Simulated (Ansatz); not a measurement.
Input file for C2H5NO2 (`NC=C(O)O`):

```yaml
crystal:
  periodic: [false, false, false]
  atoms:
    - {symbol: N, position_ang: [-1.359397, -0.519815, -0.169735]}
    - {symbol: C, position_ang: [0.060697, -0.508683, -0.300871]}
    - {symbol: C, position_ang: [0.695581, 0.537482, 0.252730]}
    - {symbol: O, position_ang: [0.048536, 1.508868, 0.886701]}
    - {symbol: O, position_ang: [2.013734, 0.761760, 0.256753]}
    - {symbol: H, position_ang: [-1.839149, -0.491913, -1.060460]}
    - {symbol: H, position_ang: [-1.702716, -1.319538, 0.346897]}
    - {symbol: H, position_ang: [0.606204, -1.294254, -0.815723]}
    - {symbol: H, position_ang: [-0.886523, 1.234869, 0.816241]}
    - {symbol: H, position_ang: [2.445932, 0.040026, -0.209734]}
basis:
  gaussian: {orbitals: def2-TZVPP}
correlation: {method: ccsd_t}
output: {orbitals: {seedname: orbitals}}
```

```sh
$ ansatz run in.yaml --threads 4 --pin off --events-out ev --progress --plain --max-ram 10444MiB
```

The program prints (abridged):

```
Functional definition: HF
1385 factors; integrals over basis functions are off by at most 1.0e-3 eV
mean field evaluation 1: about -7694.2749 eV, gradient 4.5e1 eV
mean field evaluation 2: about -7694.5696 eV, gradient 4.5e1 eV
mean field evaluation 4: about -7698.5187 eV, gradient 4.1e0 eV
mean field evaluation 8: about -7698.5710 eV, gradient 2.9e-1 eV
mean field -7698.57130892 eV, -282.9172773236 hartree, gradient 2.1e-6 eV, S^2 0.000000; 0 other end points of the search recorded, 0 dependent functions left out
5 core orbitals not correlated: weight in the atoms' cores, before any rotation towards them, 1.000 or more for the frozen orbitals, at most 0.000 for the correlated occupied ones
reference -7698.57130892 eV, -282.9172773236 hartree; 15, 15 occupied and 205, 205 virtual orbitals, 1385 factors
second order -27.49597465 eV of doubles, -0.00000000 eV of singles
cycle   1  -27.29474168 eV  change    2.0e-1 eV  update   1.1e-1
cycle   2  -27.89307567 eV  change   -6.0e-1 eV  update   3.1e-2
cycle   3  -28.03347054 eV  change   -1.4e-1 eV  update   1.5e-2
cycle   4  -28.01931331 eV  change    1.4e-2 eV  update   3.8e-3
cycle   5  -28.01748140 eV  change    1.8e-3 eV  update   1.5e-3
cycle   6  -28.01816683 eV  change   -6.9e-4 eV  update   5.0e-4
cycle   7  -28.01779275 eV  change    3.7e-4 eV  update   1.6e-4
cycle   8  -28.01771146 eV  change    8.1e-5 eV  update   6.4e-5
cycle   9  -28.01772419 eV  change   -1.3e-5 eV  update   3.0e-5
perturbative correction -1.15017951 eV, -0.0422683174 hartree
Total energy: -7727.73921262 eV, -283.9891780139 hartree
```

Run time 100 s (4 threads of an Arm Neoverse V1 on a shared host); peak host memory 4 GiB.

Correlation energy per correlated electron: -0.972 eV. T1 diagnostic: 0.0120.
